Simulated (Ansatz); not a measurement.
Zinc-blende InP, relaxed in Ansatz (plane waves) with several semilocal functionals. Each gives its own volume and its own bulk modulus:

```
level   V0 (Å³/atom)  bulk modulus B0 (GPa)   ln V0   ln B0
------  ------------  ---------------------  ------  ------
LDA           24.726                  71.20  3.2079  4.2655
PBEsol        25.389                  66.78  3.2343  4.2014
PBE           26.453                  59.48  3.2754  4.0856
```

Q: Fit a straight line to ln B0 against ln V0. What does it predict for r²SCAN, whose volume is 25.763 Å³/atom?

A: With x = ln V0 and y = ln B0: means 3.23920 and 4.18417; Σ(Δx Δy) = -0.006198, Σ(Δx²) = 0.002314, so the slope is -2.68. At x = 3.2489 the line gives y = 4.18417 + (-2.68) × (3.2489 − 3.23920) = 4.1582, or 63.96 GPa. The run with r²SCAN gives 68.26 GPa, +6.7 % from the line. The rows used scatter about it by up to 0.4 %, while the largest value lies 20 % above the smallest. For comparison, PBE's own equation of state has B′ = 4.7, the slope −d ln B/d ln V at a fixed functional; the two needn't agree, since functionals also differ at one volume.

Measured: 72 GPa (measured, 0 K value with the zero-point phonon effect removed; as tabulated in Mejia-Rodriguez and Trickey (2018), arXiv:1807.09216).

Ansatz's density-functional and Hartree–Fock values are scalar-relativistic unless marked +SOC, with PAW data made under PBE.

Ansatz is a first-principles code.
